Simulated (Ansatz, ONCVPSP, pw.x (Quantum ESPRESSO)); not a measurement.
## gallium (Ga): one change to the ONCV potential, in the atom and in the diamond crystal

Ga, optimised norm-conserving Vanderbilt (ONCV), made with ONCVPSP 4.0.1.1 (patched build) (PBEsol, scalar-relativistic). Core [Ar] 3d10, reference 4s2 4p1. Waves: 4s: rc 2.05 bohr, ncon 3, nbas 7, qcut 2.7 1/bohr, 2 projectors, debl 0.3 Ha; 4p: rc 2.70 bohr, ncon 4, nbas 8, qcut 3 1/bohr, 2 projectors, debl 2.2 Ha; d scattering state at 0.26 Ha: rc 2.30 bohr, ncon 4, nbas 7, qcut 4.6 1/bohr, 2 projectors, debl 3.7 Ha. Local part: polynomial inside 1.55 bohr (lpopt 5, dvloc0 4 Ha). Core correction: none.

In the s channel the program set the typed energies aside and used -0.329, 0.250 Ha.

Change: all radii scaled by about 1.08 (s 2.22, p 2.92, d 2.50 bohr); local potential polynomial inside 1.68 bohr (lpopt 5, dvloc0 4 Ha).

Cutoffs, loose and tight: the cutoffs (Ha) at which the residual kinetic energy of the hardest occupied pseudo-wave falls to 1 and 0.1 mHa per electron. They do not see the model core or the augmentation charge, which bear on the density cutoff. Test errors are all-electron minus pseudo excitation energies from the reference, over the configurations 4s2 4p0; 4s1 4p0; 4s2 4p0.5; 4s0 4p3; variants that change the core or the reference have their own tests.

Crystal test: diamond Ga in pw.x 7.5, no spin, 8³ k-points, Fermi–Dirac smearing 0.01 Ry, cutoffs set for each file from its atomic test. The reference is all-electron LAPW (Ansatz 0.2.0) with the same functional, mesh and smearing; V0 and B0 come from Birch–Murnaghan fits to the pressures at five volumes. Errors are pseudo minus all-electron; Δ is the rms difference of the E(V) curves that follow from these fits, minima aligned, over ±6 % about the mean V0. Mesh and smearing are coarse, so the numbers serve the comparison and aren't converged zero-temperature values; the lattice is a test structure that the element need not adopt.

All-electron: a0 = 5.761 Å (V0 = 23.90 Å³/atom), B0 = 43.7 GPa.

**Question.** Does the change bring the crystal closer to the all-electron result?

**Answer.** The mean pressure error goes from -0.25 to -0.01 GPa, so the change moves the solid closer to the all-electron pressures. At 80 % of its cutoff the pressure of the changed file moves by -0.19 GPa.

| quantity | base | changed |
| --- | --- | --- |
| outcome (atom) | generated, projector energies reset by the program | generated, projector energies reset by the program |
| cutoff, loose (atom) | 17 Ha | 8.5 Ha |
| cutoff, tight (atom) | 36 Ha | 29 Ha |
| bound ghosts (atom) | none | none |
| largest test error (meV) (atom) | +44 | -50 |
| cutoffs in pw.x (Ry) | 85/340 | 70/280 |
| a0 (Å) | 5.750 | 5.761 |
| a0 error (%) | -0.19 | -0.00 |
| B0 error (%) | -3.0 | -4.0 |
| Δ (meV/atom) | 1.3 | 0.2 |
| mean pressure error (GPa) | -0.25 | -0.01 |

Base: The largest radius (2.70 bohr) exceeds half the bond length (2.36 bohr), so the spheres overlap, which is one possible source of error among others. The cutoffs count occupied waves only; projector 2 of the d channel, the hardest unoccupied one, needs 45 Ha at the loose tolerance. Changed file: The largest radius (2.92 bohr) exceeds half the bond length (2.36 bohr), so the spheres overlap, which is one possible source of error among others. The cutoffs count occupied waves only; projector 2 of the d channel, the hardest unoccupied one, needs 34 Ha at the loose tolerance.
